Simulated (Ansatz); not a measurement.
A calculation with Ansatz (development build ahead of 0.2.0).

```yaml
crystal:
  periodic: [false, false, false]
  atoms:
    - { symbol: Si, position_ang: [0.0, 0.0, -1.2671] }
    - { symbol: Si, position_ang: [0.0, 0.0, 1.2671] }
    - { symbol: H, position_ang: [0.0, -1.51585, -1.8249] }
    - { symbol: H, position_ang: [-1.31276, 0.75793, -1.8249] }
    - { symbol: H, position_ang: [1.31276, 0.75793, -1.8249] }
    - { symbol: H, position_ang: [0.0, 1.51585, 1.8249] }
    - { symbol: H, position_ang: [-1.31276, -0.75793, 1.8249] }
    - { symbol: H, position_ang: [1.31276, -0.75793, 1.8249] }
basis:
  gaussian: { orbitals: def2-TZVP }
hamiltonian:
  xc: hf
correlation:
  method: mp2
  frozen_orbitals: { H: 0, Si: 5 }
```

The input is written out in the form of the current development build from the run's settings.

The run gave:

```yaml
Converged: yes
Reference_energy: -581.32536 hartree
Correlation_energy: -0.24610 hartree
Total_energy: -581.57146 hartree
Spin_squared_of_the_determinant: 0.000
```

Caution: no unrestricted run beside it, a lower state can exist.
